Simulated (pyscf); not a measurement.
`[PH2][InH2]` + `[OH2]` -> `[PH3]` + `[OH][InH2]`, a four-centre exchange (singlet surface; In–P, H–O broken, H–P, In–O formed). Structures and frequencies: ωB97X-D3(BJ)/def2-SVP in PySCF. MP2 and CC: frozen core, UHF for open shells. ΔMP2 is the change of the MP2 total energy from the triple- to the quadruple-zeta basis. Energies in kJ/mol from the separated reactants.

Small-basis levels: PySCF, no dispersion term, spherical d functions. AM1 to PM7: differences of heats of formation from MOPAC. GFN2-xTB: tblite. Cost: rough CPU time at the saddle relative to B3LYP/6-31G*+LANL2DZ, from one job on a shared machine.

```json
[
 {"level": "HF/6-31G*+LANL2DZ", "barrier": "70.8", "reaction energy": "-19.8", "cost": "0.1"},
 {"level": "MP2/6-31G*+LANL2DZ", "barrier": "8.0", "reaction energy": "-41.7", "cost": "0.1"},
 {"level": "PBE/6-31G*+LANL2DZ", "barrier": "-13.2", "reaction energy": "-27.3", "cost": "1"},
 {"level": "B3LYP/LANL2DZ", "barrier": "-27.7", "reaction energy": "-41.2", "cost": "0.7"},
 {"level": "M06-2X/6-31G*+LANL2DZ", "barrier": "9.3", "reaction energy": "-18.7", "cost": "2"},
 {"level": "B3LYP/6-311+G**+LANL2DZ", "barrier": "26.3", "reaction energy": "-19.0", "cost": "2"},
 {"level": "PBE/def2-SVP", "barrier": "6.5", "reaction energy": "+6.8", "cost": "3"},
 {"level": "B3LYP/def2-SVP", "barrier": "29.1", "reaction energy": "+1.7", "cost": "2"},
 {"level": "GFN2-xTB", "barrier": "29.7", "reaction energy": "-18.6", "cost": "under 0.02"},
 {"level": "PM3", "barrier": "27.0", "reaction energy": "+102.4", "cost": "under 0.02"},
 {"level": "PM6", "barrier": "77.3", "reaction energy": "+123.4", "cost": "under 0.02"},
 {"level": "PM7", "barrier": "-73.8", "reaction energy": "-145.9", "cost": "under 0.02"},
 {"level": "CCSD(T)/def2-TZVPP + ΔMP2(QZVPP)", "barrier": "47.8", "reaction energy": "+15.1", "cost": "–"}
]
```

Against the last row the barrier runs from -121.6 (PM7) to +29.5 kJ/mol (PM6). At PBE/6-31G*+LANL2DZ, B3LYP/LANL2DZ, PM3, PM6, PM7 this geometry lies under one side, so the entry may be no barrier of that level: it is a single point on another level's saddle. CCSD(T)/def2-TZVPP + ΔMP2(QZVPP) has limits of its own. On the reactant side the descent ends in an adduct with a In–O contact, 62.0 kJ/mol under the separated species and 100.0 kJ/mol under the saddle at ωB97X-D3(BJ)/def2-TZVP. On the product side the descent ends in an adduct with a In–P contact, 58.5 kJ/mol under the separated species and 71.5 kJ/mol under the saddle at ωB97X-D3(BJ)/def2-TZVP. What is counted as formed (In–O) is already present as a longer contact in the reactant adduct; forming that adduct is a step of its own. What is counted as broken (In–P) persists as a longer contact in the product adduct; parting that adduct is a step of its own. At ωB97X-D3(BJ) the barrier from the zero used here is 38.0 kJ/mol. One saddle was located; it need not be the lowest between these sides. The CCSD(T) − MP2 part came from Ansatz, without density fitting, on the same reference. The frozen core leaves the outer d or s,p core shells of the metals and heavy elements correlated in the MP2 and CC values, and def2-TZVPP describes them poorly, which can shift differences by a few kcal/mol. Elements past Kr carry the def2 core potentials, without spin-orbit coupling.
